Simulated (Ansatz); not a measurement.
# SnH3, doublet along the distance Sn1-H4

Starting geometry (PBE0/def2-TZVP stationary point for this spin, not checked as a minimum):

```yaml
atoms:
  - { symbol: Sn, position_ang: [0.0000, 0.0000, -0.0140] }
  - { symbol: H, position_ang: [1.6170, 0.0135, 0.5568] }
  - { symbol: H, position_ang: [-0.8231, 1.3949, 0.5493] }
  - { symbol: H, position_ang: [-0.7994, -1.4090, 0.5484] }
```

From there H4 moves along the line of the two atoms named below, all else staying in place; atoms are numbered as listed. Energies are in kJ/mol, counted from the starting geometry at the same level.

Basis def2-SVP with its core potentials; Ansatz 0.2.0. Correlated methods freeze the noble-gas cores and the filled d shells of p-block atoms. Prefix R: restricted or restricted open-shell reference; prefix U: unrestricted. Active spaces: valence = (7e, 7o) chosen from the atoms' valence shells. No spin–orbit coupling is included; scalar relativity enters through the core potentials alone.

Unrestricted rows (U) aren't spin-pure: their determinants' ⟨S²⟩ exceeds S(S+1) by up to 0.41, so they mix in states of higher spin. Coupled cluster chose its determinant by trial CCSD, here up to 0.11 eV above the lowest Hartree–Fock solution of its kind. Runs in a small pair space aren't shown, since their orbitals change along the scan.

Full CI is exact within this basis and frozen core; it isn't the basis-set limit. The frozen core follows each run's orbitals, which can shift R against U totals by a few meV for light atoms and by up to 0.1 eV past Ca.

```tsv
distance Sn1-H4 (Å)	full CI	unpaired electrons (full CI)	error RCCSD	error UCCSD	error RCCSD(T)	error RCCSDT(Q)	error MRCISD (valence space)	error MRCISD+Q (valence space)
1.393	117.8	1.03	-0.7	-0.7	-0.3	0.0	-0.7	-0.9
1.580	17.4	1.03	-0.4	-0.4	-0.1	0.0	-0.3	-0.4
1.715	0.0	1.04	0.0	0.0	0.0	0.0	0.0	0.0
1.907	15.5	1.05	0.7	0.7	0.2	0.0	0.2	0.4
2.120	57.8	1.06	1.8	1.9	0.6	0.0	0.3	0.6
2.382	117.5	1.11	3.9	4.4	1.3	0.0	0.3	0.8
2.757	187.1	1.25	8.2	6.8	2.1	0.1	0.7	1.1
3.205	224.9	1.17	1.7	2.4	1.5	0.1	2.0	2.7
3.824	230.4	1.08	-0.5	0.2	-0.1	0.1	0.1	1.2
4.686	230.2	1.07	-0.7	0.1	-0.1	0.1	-0.2	1.0
5.917	230.2	1.07	-0.7	0.0	-0.2	0.1	-0.2	1.0
```

Unpaired electrons are Σ n²(2−n)² over natural occupations. Errors are those of relative energies. In total energy the starting point itself misses full CI by: RCCSD 6.7, UCCSD 5.9, RCCSD(T) 1.6, RCCSDT(Q) 0.0, MRCISD (valence space) 4.8, MRCISD+Q (valence space) -0.9 kJ/mol.

Spread of the error over the points with a reference, to 5.917 Å (largest less smallest): RCCSDT(Q) 0.1, RCCSD(T) 2.3, MRCISD (valence space) 2.7, MRCISD+Q (valence space) 3.5, UCCSD 7.6, RCCSD 9.0 kJ/mol.

Going outwards, the relative energy of RCCSD first misses by more than 4.2 kJ/mol (1 kcal/mol) at 2.757 Å.

Going outwards, the relative energy of UCCSD first misses by more than 4.2 kJ/mol (1 kcal/mol) at 2.382 Å.

MRCISD+Q (valence space) stays parallel to the reference within 3.5 kJ/mol over the points shown.
